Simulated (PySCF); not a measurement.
Species: PH2OH, H3OP.
Numbering: `[OH:1][PH2:2]` (hydrogens: H3 on O1; H4, H5 on P2)

Computed with core-valence-separated Tamm–Dancoff BHandHLYP/aug-pcX-1 (pcseg-1 on H, def2-SVPD on P) in PySCF, non-relativistic, gas phase, PBE0-D3(BJ)/def2-SVP geometry.

Computed oxygen K-edge spectrum, Gaussian lines of 0.5 eV full width, highest printed point 100; it ends one width below the last computed root. Absolute energies from this functional tend to lie a few eV below measured edges; no shift was applied.

(photon energy (eV), absorption): (531.1, 0), (531.2, 1), (531.3, 4), (531.4, 10), (531.5, 21), (531.6, 33), (531.7, 44), (531.8, 45), (531.9, 38), (532.0, 25), (532.1, 14), (532.2, 6), (532.3, 2), (532.4, 1), (532.5, 2), (532.6, 6), (532.7, 16), (532.8, 35), (532.9, 62), (533.0, 88), (533.1, 100), (533.2, 91), (533.3, 66), (533.4, 38), (533.5, 18), (533.6, 7), (533.7, 3), (533.8, 4), (533.9, 9), (534.0, 18), (534.1, 27), (534.2, 32), (534.3, 31), (534.4, 24), (534.5, 15), (534.6, 8), (534.7, 4), (534.8, 2), (534.9, 3), (535.0, 4), (535.1, 5), (535.2, 5), (535.3, 5), (535.4, 7), (535.5, 12), (535.6, 18), (535.7, 25), (535.8, 29), (535.9, 28), (536.0, 24), (536.1, 18), (536.2, 13), (536.3, 8), (536.4, 4), (536.5, 2), (536.6, 1), (536.7, 0), (536.8, 0), (536.9, 0), (537.0, 0), (537.1, 0), (537.2, 0), (537.3, 0), (537.4, 0)

Task: Assign the maxima to core holes.

Result: 4 maxima:
- 531.8 eV: O1 (hydroxyl oxygen), 531.77 eV, f = 0.019, 100 % of the height at the exact maximum
- 533.1 eV: O1 (hydroxyl oxygen), 533.11 eV, f = 0.042, 100 % of the height at the exact maximum
- 534.2 eV: O1 (hydroxyl oxygen), 534.24 eV, f = 0.014, 100 % of the height at the exact maximum
- 535.8 eV: O1 (hydroxyl oxygen), 535.78 eV, f = 0.010, 81 % of the height at the exact maximum; O1 (hydroxyl oxygen), 536.09 eV, f = 0.005, 19 % of the height at the exact maximum

Roots within 0.03 eV on the same or equivalent atoms count as one line; shares under 12 % aren't listed.

Vibrational structure and lifetime widths aren't in the curve. The ionisation threshold wasn't computed; near and above it a finite basis only mimics Rydberg series and continuum.

Conformer computed: `[OH:1][PH2:2]`: H–O1–P2–H -133°, H–O1–P2–H 134°.

One conformer stands for the species.
